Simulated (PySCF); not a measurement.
## Peak assignment

Bonds (- single, = double, # triple, : aromatic): B1-C2 1.542 Å, C2=C3 1.347 Å. B1 carries H4, H5; C2 carries H6; C3 carries H7, H8. H7 is cis to B1; H8 is trans to B1.

Theory: GIAO PBE/pcSseg-2 shieldings, geometry from PBE0-D3(BJ)/def2-SVP, couplings computed with B3LYP/pcJ-1, in PySCF (no relativistic terms, a single conformation, isolated molecule, averaged over atoms made equivalent by symmetry, fast rotation or ring inversion).

Shifts are taken against calculated references (same method and geometry level): TMS for 13C (179.39 ppm), 1H (31.18 ppm).

Q: Assign these signals to the numbered atoms. 13C{1H} NMR (computed): δ 169.2, 157.2.

A: 
```tsv
δ (ppm)	atoms	environment	reason
169.2	C3	terminal =CH2 carbon	–
157.2	C2	alkene CH	an sp2 carbon of a C=C bond
```

Q: Assign these signals to the numbered atoms. 1H NMR (400 MHz, computed): δ 7.67 (ddt, J = 20.4, 12.8, 7.2 Hz, 1H), 7.25 (ddt, J = 12.8, 5.4, 1.7 Hz, 1H), 6.92 (br, 2H), 6.87 (dd, J = 20.4, 5.4 Hz, 1H).

A: 
| δ (ppm) | atoms | environment | reason |
| --- | --- | --- | --- |
| 7.67 | H6 | hydrogen on an alkene CH | attached to an sp2 carbon and in the plane of the double bond |
| 7.25 | H8 | hydrogen on a terminal =CH2 carbon | a vinylic proton, deshielded by the sp2 carbon and the C=C anisotropy |
| 6.92 | H4/H5 | hydrogen on a boron bonded to C | – |
| 6.87 | H7 | hydrogen on a terminal =CH2 carbon | olefinic region |

H4/H5 and H7 lie closer than the usual error of such a calculation, so a measured spectrum could show them in the other order.

Hydrogens on boron are broadened and split by 11B (spin 3/2, 80 %) and 10B (spin 3). A carbon bonded to boron is broadened by the quadrupolar boron nucleus and is often missing from a measured spectrum. Multiplet labels drop couplings under 1 Hz and merge nearly equal ones. Unscaled 3J(H,H) at this level run about 10 % above measured values. Shifts are as computed, not scaled to solution data. Of 1211 compounds with measured shifts, 218 miss one by over three times the rms of a fit or turn the order of signals round; such compounds aren't used in these exercises.
